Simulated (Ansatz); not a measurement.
# AlH2Si: the cost of one run

Computed with Ansatz 0.2.0, Gaussian basis. Level: def2-TZVPP, core rule «outside noble gas», up to 10 orbitals frozen.

To be run: UHF; ROHF; CCSD(T) on UHF.

### Step 1. The geometry

The geometry is a PBE0/def2-TZVP stationary point (not a proven minimum) of the parent state, kept for this charge and spin.

4 atoms, charge 1, spin multiplicity 5.

Atoms are counted from 1 here; the program's logs count them from 0.

Bond lengths: Si1–Al2 2.409 Å, Al2–H3 1.583 Å, Al2–H4 1.583 Å. Angles: Si1–Al2–H3 117.4°, Si1–Al2–H4 117.4°, H3–Al2–H4 125.2°.

As a file:

```xyz
4
AlH2Si
Si    0.0000    0.0000    1.2493
Al    0.0000    0.0000   -1.1594
H     0.0000    1.4055   -1.8880
H     0.0000   -1.4055   -1.8880
```

### Step 2. UHF

File in.yaml:

```yaml
crystal:
  periodic: [false, false, false]
  atoms:
    - {symbol: Si, position_ang: [0.000000, 0.000000, 1.249328]}
    - {symbol: Al, position_ang: [0.000000, 0.000000, -1.159384]}
    - {symbol: H, position_ang: [0.000000, 1.405470, -1.888034]}
    - {symbol: H, position_ang: [0.000000, -1.405470, -1.888034]}
basis:
  gaussian: {orbitals: def2-TZVPP}
total_charge: 1
magnetization: {spin_polarized: true, initial_magnetization: 4}
hamiltonian: {xc: hf}
output: {orbitals: {seedname: orbitals}}
```

The run is started by

```bash
$ ansatz run in.yaml --threads 1 --pin off --events-out ev --progress --plain --max-ram 2816MiB --backend cpu
```

What time and memory should one allow on 1 thread of AMD EPYC 7R13, shared host?

About 5.5 s, with a peak of 0.28 GiB.
